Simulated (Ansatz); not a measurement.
Compare A (`CC(Cl)=C=O`) with its isomer B (`ClC1=CCO1`).

Gas-phase electronic energies from Ansatz, PBE0-D4/def2-TZVP geometries. CBS: MP2 limit from def2 TZ/QZ plus the TZ coupled-cluster correction, frozen cores. Functionals use def2-TZVPP. B3LYP here is the variant with VWN-RPA as its local correlation; programs differ in this.

A:

```xyz
8

C    -0.3168    0.8591    0.3861
C     0.0961   -0.5400    0.0853
Cl   -0.0188   -1.7459    1.3245
C     0.5530   -0.9444   -1.0764
O     0.9556   -1.2923   -2.1061
H     0.2845    1.2737    1.1997
H    -0.1845    1.4923   -0.4932
H    -1.3691    0.8974    0.6801
```

B:

Z-matrix (Å, degrees):
```
C
O 1 1.470
C 1 1.925 2 45.0
C 1 1.502 2 88.6 3 0.0
H 1 1.091 2 109.6 3 -118.6
H 1 1.091 2 109.6 3 118.6
Cl 3 1.687 1 170.2 2 -0.0
H 4 1.074 1 137.1 2 180.0
```

**Question.** Which is lower in electronic energy at CCSD(T)/CBS, and by how much? (Estimate.)

**Answer.** The calculation gave: A, by 78.7 kJ/mol.

**Question.** Give E(B) − E(A) in kJ/mol with HF/def2-TZVPP, B3LYP-D4, PBE-D4, LDA (SPW92), CCSD/def2-TZVPP, CCSD(T)/def2-TZVPP, r2SCAN-D4. (Estimate.)

**Answer.** The calculation gave: HF/def2-TZVPP 105.6, B3LYP-D4 97.4, PBE-D4 82.6, LDA (SPW92) 58.8, CCSD/def2-TZVPP 82.4, CCSD(T)/def2-TZVPP 80.8, r2SCAN-D4 86.3. None reverses the order clearly.

**Question.** Does the order hold for the free energy at 298.15 K (harmonic terms from PBE0-D4)? (Estimate.)

**Answer.** The calculation gave: Yes: G(B) − G(A) = +86.3 kJ/mol.

Largest T1 diagnostic: 0.014.

Leaving LDA and LC-ωPBE aside and taking each functional with its dispersion term where it has one, the values, not all of them listed here, spread over 28.8 kJ/mol, from PBE-QIDH to BLYP-D4. LDA lies −23.9 kJ/mol from PBE without D4. In def2-TZVPP, CCSD(T) changes the Hartree–Fock value by −24.9 kJ/mol (the triples alone add −1.6 kJ/mol) and MP2 by −24.8 kJ/mol.
